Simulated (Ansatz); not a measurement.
```yaml
crystal:
  periodic: [false, false, false]
  atoms:
    - {symbol: B, position_ang: [0.166912, 0.174634, -0.820461]}
    - {symbol: C, position_ang: [-0.098703, -0.019043, 0.916684]}
    - {symbol: H, position_ang: [-0.971783, -0.011591, 1.317750]}
    - {symbol: H, position_ang: [0.588348, 0.858705, 0.983219]}
    - {symbol: H, position_ang: [0.639082, -1.036620, 1.298905]}
    - {symbol: H, position_ang: [1.207405, -0.078536, -1.104917]}
    - {symbol: H, position_ang: [-0.598148, 1.096451, -1.345625]}
    - {symbol: H, position_ang: [-0.495986, -0.893017, -1.206785]}
basis:
  gaussian: {orbitals: cc-pVDZ, point_charges: [{charge: 2.00, position_ang: [6.142, 0.550, 0.701]}]}
total_charge: -1
hamiltonian: {xc: {name: BLYP}, dispersion: d3bjatm}
scf: {omitted_lower_state_checks: [starts]}
```

```sh
$ ansatz run in.yaml --threads 2 --pin off --events-out ev --progress --plain --max-ram 4352MiB
```

Output, abridged:

```
Functional definition: BLYP
682 factors; their error is unknown
mean field evaluation 1: about -1809.2395 eV, gradient 2.9e1 eV
mean field evaluation 2: about -1806.0117 eV, gradient 4.3e1 eV
mean field evaluation 4: about -1812.1048 eV, gradient 2.2e0 eV
mean field evaluation 8: about -1812.0878 eV, gradient 2.4e-2 eV
mean field -1812.08778015 eV, -66.5929976434 hartree, gradient 4.8e-5 eV, S^2 0.000000; 0 other end points of the search recorded, 0 dependent functions left out
reference -1812.08809826 eV, -66.5930093336 hartree; 9, 9 occupied and 49, 49 virtual orbitals, 682 factors
Total energy: -1812.28253416 eV, -66.6001547210 hartree
Checks for a lower state left out: starts
```

Run time 0.5 s (2 threads of Arm Neoverse V1 on a shared host).

The highest occupied level of an anion often lies above zero with these methods, and sets without diffuse functions describe the outer electron poorly.
